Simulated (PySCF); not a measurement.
**1,1,1-trifluoroethane: calculation against experiment**

**Measured values to compare with.**

NIST CCCBDB Release 22 (SRD 101), experimental dipoles lists, for the gas: dipole moment (microwave Stark effect) 2.32 D.

The runs below try to reproduce these values; the comparison stands at the end.

Compound: 1,1,1-trifluoroethane, C₂H₃F₃.
SMILES with atom numbers: `[CH3:1][C:2]([F:3])([F:4])[F:5]` (hydrogens: H6, H7, H8 on C1)

Structure used (GFN2-xTB), in Å, numbered top down from 1:
```
atom  x, y, z in Å
C1     0.8091   -0.0382   -0.0787
C2    -0.6904    0.0351    0.0619
F3    -1.3243   -0.2380   -1.0891
F4    -1.1609   -0.8343    0.9696
F5    -1.1092    1.2508    0.4464
H6     1.2666    0.1864    0.8812
H7     1.1311    0.6878   -0.8207
H8     1.0870   -1.0402   -0.3952
```

Runs made with PySCF (gas phase, on this GFN2-xTB geometry; no spin–orbit coupling):

```json
{"level": "PBE0/pcSseg-1", "job": "shieldings, charges and field gradients", "basis functions": "100", "wall time": "8.2 s"}
{"level": "B3LYP/pcJ-1", "job": "spin–spin couplings from 8 perturbed nuclei", "basis functions": "165", "wall time": "26 s"}
```

Hardware: one thread, Arm Neoverse N1, on a shared host.

## Comparison

**Dipole moment.** Measured: 2.32 D (NIST CCCBDB Release 22 (SRD 101), experimental dipoles).

```tsv
level	computed (D)	computed − measured (D)	% (from the printed values)
PBE0/pcSseg-1	2.36	+0.04	+2
B3LYP/pcJ-1	2.35	+0.03	+1
```

Closest is B3LYP/pcJ-1 (+0.03 D), furthest PBE0/pcSseg-1 (+0.04 D); one molecule doesn't rank methods. The computed dipoles belong to one fixed geometry; measured ones are averaged over vibrations unless marked μe. Magnitudes are compared, not signs.

The geometry is computed, not the measured one. Where a level misses, the cause wasn't examined.
